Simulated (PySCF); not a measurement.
C2H3FS.
Z-matrix (Å and degrees, PBE0-D3(BJ)/def2-SVP geometry), rows numbered from 1:
```
F 
C   1  1.3652
C   2  1.4952  1  111.12
S   3  1.6118  2  124.71  1   171.11
H   2  1.1041  1  109.83  3   122.12
H   2  1.1064  1  109.26  3  -120.29
H   3  1.1044  2  113.41  1   -10.11
```

Theory: MP2 and CCSD/aug-cc-pVDZ in PySCF, restricted Hartree–Fock reference, frozen core, non-relativistic, gas phase, PBE0-D3(BJ)/def2-SVP geometry.

E(HF) = -574.44096 Eh.

Problem. How large is the problem?

Solution. 123 basis functions and 40 electrons; 8 orbitals frozen, which leaves o = 12 correlated occupied and v = 103 virtual orbitals. That is o·v = 1236 singles and o·v(o·v + 1)/2 = 764466 distinct closed-shell doubles amplitudes before symmetry; the costliest CCSD step grows as o²v⁴ = 1.6 × 10^10.

Problem. What are the MP2 and CCSD correlation energies?

Solution. MP2 -0.6198 Eh and CCSD -0.6540 Eh, which gives totals of -575.06075 and -575.09501 Eh. That is 0.742 eV for each correlated electron at CCSD (1717 kJ/mol in all, 0.114 % of the total energy); MP2 gives 94.8 % of the CCSD value.

Problem. What is the T1 diagnostic?

Solution. 0.0164, below the customary warning level of 0.02. It is the norm of the spatial-orbital singles amplitudes over the root of the number of correlated electrons, so the norm is 0.080.

Problem. How does correlation change the dipole moment?

Solution. HF gives 0.96 D and CCSD (unrelaxed density) 0.62 D, a change of -0.34 D; the two vectors are 21° apart.

Connected triples and the basis-set limit are missing.

The job also held the EOM ionisation and excitation roots. Hardware: an Arm Neoverse V1 with one thread, no GPU, shared host. Cost: 13 min, 1.9 GiB resident at most.

One conformer stands for the species.
